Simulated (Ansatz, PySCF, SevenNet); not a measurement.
## Cohesive energy of rock-salt MgS: levels of theory against measurement

Reference value: 4.04 eV/atom (measured, corrected for zero-point motion; as tabulated in Goldzak et al. (2022), arXiv:2208.04865).

```
level (code)                   value (eV/atom)  cell (Å³/atom)  error (eV/atom)
-----------------------------  ---------------  --------------  ---------------
SevenNet-0                                3.76           17.82            -0.28
LDA (Ansatz)                              4.36           16.87            +0.32
BLYP (Ansatz)                             3.26           18.50            -0.78
PBE (Ansatz)                              3.72           17.88            -0.32
RPBE (Ansatz)                             3.43           18.40            -0.61
rVV10 (Ansatz)                            3.81           17.98            -0.23
r²SCAN+rVV10 (Ansatz)                     4.15           17.47            +0.11
B3LYP (VWN-RPA form) (Ansatz)             3.41           18.03            -0.63
r²SCANh (Ansatz)                          3.99           17.54            -0.05
Hartree–Fock (PySCF)               2.86 ± 0.08           18.44            -1.18
MP2 (PySCF)                         4.37 ± 0.1           17.36            +0.33
CCSD (PySCF)                        3.97 ± 0.1           17.61            -0.07
```

Leaving aside SevenNet-0 (doubt noted below): Once the reference is moved by up to 0.03 eV/atom (a margin picked here for doubts on the reference and the settings) and values within 0.03 eV/atom count as equal, the nearest can be r²SCANh (-0.05 eV/atom), CCSD (-0.07 eV/atom) or r²SCAN+rVV10 (+0.11 eV/atom). Farthest off among them: Hartree–Fock (-1.18 eV/atom). Within 0.5 eV/atom: LDA, PBE, rVV10, r²SCAN+rVV10, r²SCANh, MP2, CCSD.

Free atoms are spin-polarised, in the lowest state found; at levels without +SOC their spin–orbit coupling is left out.  A ± on a computed value is a rough bar: the spread of its extrapolation, a floor set from checks against published values, or a statistical error. SevenNet-0: free atoms can lie outside what these potentials were trained on. Each level is taken at its own relaxed cell. Cutoffs and k meshes differ between the levels. Ansatz's density-functional and Hartree–Fock values are scalar-relativistic unless marked +SOC, with PAW data made under PBE.

Machine-learned potentials (SevenNet-0) are trained on DFT data: a solid inside that data is no test of them.

Differences are worked out from the printed values.

Ansatz is a first-principles code.
